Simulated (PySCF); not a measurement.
F4Si, SMILES `F[Si](F)(F)F`, neutral singlet in the gas phase. 

Cartesian coordinates (Å):
SMILES: F[Si](F)(F)F
```xyz
5

F     -1.1331    -0.8289    -0.7252
Si     0.0000     0.0000     0.0000
F      0.5924    -0.8498     1.1933
F     -0.6095     1.3449     0.5628
F      1.1502     0.3338    -1.0309
```
Charge 0, multiplicity 1.

All levels are single points at this geometry (PBE-D3(BJ)/def2-TZVP); Pople sets use spherical d functions. Orbital energies aren't observables, and empty levels follow the basis.

| level | HOMO (eV) | LUMO (eV) | gap (eV) | dipole (D) | vertical IE, Delta-SCF (eV) |
|---|---|---|---|---|---|
| PBE-D3(BJ)/def2-TZVP in PySCF | -10.58 | -0.78 | 9.80 | 0.00 | – |
| B3LYP/6-311+G** in PySCF | -12.64 | -1.05 | 11.59 | 0.00 | – |
| BP86/6-31G* in PySCF | -10.13 | -0.40 | 9.73 | 0.00 | – |
| HF/3-21G in PySCF | -18.15 | 4.49 | 22.64 | 0.00 | – |
| HF/6-31G* in PySCF | -18.28 | 4.30 | 22.58 | 0.00 | 16.84 |
| HF/STO-3G in PySCF | -11.94 | 11.68 | 23.62 | 0.00 | – |
